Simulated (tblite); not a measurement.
Energy landscape of O₃, singlet: map of symmetric stretch and bend. Scanned: O-O bond length and O-O-O angle.

Cartesian coordinates as functions of the variables (Å; names that start with a are angles):
```
O  0  0  0
O  r*sin(a/2)  0  r*cos(a/2)
O  -r*sin(a/2)  0  r*cos(a/2)
```

Level of theory: GFN2-xTB, 300 K electronic temperature in tblite.

Energy in eV above the lowest grid point; x is the O-O bond length (Å), y the O-O-O angle (°).

```
y \ x    1.08   1.16   1.23   1.29   1.35   1.42   1.48   1.54   1.61   1.67   1.71
------  -----  -----  -----  -----  -----  -----  -----  -----  -----  -----  -----
180     5.613  3.474  2.850  2.895  3.288  4.029  4.810  5.665  6.701  7.589  8.169
173.95  5.517  3.380  2.754  2.794  3.178  3.903  4.665  5.495  6.496  7.352  7.913
165.32  4.990  2.889  2.277  2.322  2.708  3.433  4.199  5.039  6.064  6.951  7.536
156.68  4.239  2.212  1.649  1.728  2.146  2.909  3.709  4.586  5.654  6.579  7.189
148.04  3.470  1.537  1.036  1.162  1.622  2.431  3.268  4.181  5.291  6.249  6.881
139.41  2.825  0.972  0.525  0.689  1.184  2.031  2.899  3.841  4.983  5.968  6.616
130.77  2.398  0.584  0.164  0.348  0.861  1.729  2.614  3.574  4.737  5.739  6.399
122.14  2.279  0.438  0.000  0.173  0.680  1.544  2.430  3.393  4.562  5.571  6.237
113.50  2.578  0.610  0.090  0.210  0.675  1.503  2.367  3.315  4.472  5.476  6.140
104.86  3.465  1.221  0.524  0.528  0.902  1.650  2.461  3.368  4.490  5.472  6.125
96.23   5.229  2.482  1.462  1.253  1.461  2.059  2.771  3.600  4.653  5.589  6.217
85      7.265  4.166  2.847  2.398  2.395  2.788  3.361  4.078  5.028  5.894  6.484
```

Points that lie below all their neighbours on the grid: x = 1.23, y = 122.14 (0.000 eV).
